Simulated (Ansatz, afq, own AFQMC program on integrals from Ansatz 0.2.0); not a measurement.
Integrals from Ansatz 0.2.0, then the random walk in our own AFQMC program (afq).

```yaml
crystal:
  periodic: [false, false, false]
  atoms:
    - {symbol: Ge, position_ang: [0.000000, 0.000000, 0.216374]}
    - {symbol: O, position_ang: [0.000000, 0.000000, -1.116626]}
    - {symbol: H, position_ang: [0.000000, 1.286605, 1.065489]}
    - {symbol: H, position_ang: [0.000000, -1.286605, 1.065489]}
basis:
  gaussian: {orbitals: cc-pVDZ}
magnetization: {spin_polarized: false}
correlation: {method: ccsd_t, electrons: outside_noble_gas, hamiltonian_folder: ham}
```

```sh
$ ansatz run in.yaml --threads 1 --pin off --events-out ev --progress --plain --max-ram 1382MiB
```

Options of the walk:

```
--method phaseless --trial cisd --walkers 60 --populations 1 --least-time 40 --time-step 0.005 --steps-per-block 50 --equilibration-blocks 28 --max-blocks 300 --target-error 0.00042 --factor-cut 1e-05 --seed 6196 --release-times 0.24,0.51,0.99,1.62,2.4 --release-step 0.03 --release-every 4 --taylor-order 6
```

Times are imaginary, in 1/Eh. The walk had a cap of 513 s. Filled inner d shells are frozen with the cores.

afq prints:

```
orbitals 36  electrons 6 6  factors 291 of 545
reference energy -2151.15168038 Eh
CCSD correlation -0.28839011 Eh in 11 cycles, weight of the determinant in the CISD state 0.8943
energy of the start -2151.440071 Eh
 block  time / (1/Eh)  mean weight  energy / Eh
     1     0.250  1.0008  -2151.436061
     2     0.500  0.9981  -2151.437447
     3     0.750  1.0018  -2151.438961
     4     1.000  1.0002  -2151.442857
     5     1.250  0.9996  -2151.445051
     7     1.750  1.0015  -2151.445723
     9     2.250  0.9953  -2151.447934
    17     4.250  1.0017  -2151.442280
    33     8.250  0.9992  -2151.443926
    49    12.250  1.0027  -2151.442873
    65    16.250  1.0002  -2151.443600
    81    20.250  1.0012  -2151.452292
    97    24.250  0.9972  -2151.460090
   113    28.250  1.0013  -2151.444735
   129    32.250  1.0004  -2151.450188
   145    36.250  0.9997  -2151.447801
   161    40.250  0.9999  -2151.447271
   177    44.250  1.0023  -2151.445442
   193    48.250  1.0020  -2151.470074
   209    52.250  0.9998  -2151.448971
   225    56.250  0.9972  -2151.460782
   241    60.250  1.0009  -2151.444425
   249    62.250  1.0017  -2151.437338
   257    64.250  0.9981  -2151.447701
   273    68.250  1.0020  -2151.442815
   289    72.250  1.0030  -2151.439499
   305    76.250  1.0002  -2151.458794
   321    80.250  0.9998  -2151.456242
blocks merged  error / Eh  count
     1  0.000370  300
     2  0.000438  150
     4  0.000510  75
     8  0.000559  37
    16  0.000562  18
    32  0.000714  9
released: time / (1/Eh)  energy / Eh  error  mean overlap
  0.24  -2151.449015  0.000488  0.9974
  0.51  -2151.448815  0.000508  0.9912
  0.99  -2151.450034  0.000681  0.9687
  1.62  -2151.449658  0.000596  0.9473
  2.40  -2151.447934  0.000740  0.9672
energy -2151.448581 +/- 0.000562 Eh
(rows thinned)
```

The run passed its tests (sampling time, drift between the halves within three errors, error under three times the target), which doesn't prove that it has relaxed.

Against this walk (error 15.3 meV) on the same determinant: CCSD(T) 33.0 meV higher, CCSDT(Q) 8.2 meV lower (within the noise). The error is statistical and leaves out the bias of the constraint. Released to 2.40 1/Eh the energy moves by 18 ± 25 meV (both errors), within twice the noise.

Cautions: constraint bias not in the error; error above the target (15.3 against 11.4 meV); no relativity below Rb; no spin-orbit coupling; inner d shell frozen.

The walk took 3.3 min on 1 thread of Intel(R) Xeon(R) 6975P-C (Granite Rapids), with other jobs on the host. The log's last line is the phaseless energy.

CCSDT and higher add their correlation energy to the determinant of the CCSD(T) run, since their own runs factorise the integrals more tightly (a shift of under 2 meV). A walk keeps the symmetry of its determinant, which the program's search chose and which needn't be the lowest solution, so a lower state of the same spin and another symmetry isn't excluded.
